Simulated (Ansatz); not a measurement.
A geometry relaxed with PBE-D3(BJ)/def2-TZVP (Ansatz, an electronic-structure program), charge 0, multiplicity 2:

```xyz
5

H     -0.5348     0.9597    -0.3120
H     -0.2855    -0.1651     1.0332
C     -0.0293     0.0061    -0.0463
O      1.3219     0.0589    -0.0902
H     -0.4723    -0.8595    -0.5847
```

Question: Write the SMILES of this molecule.

Answer: `C[O]`
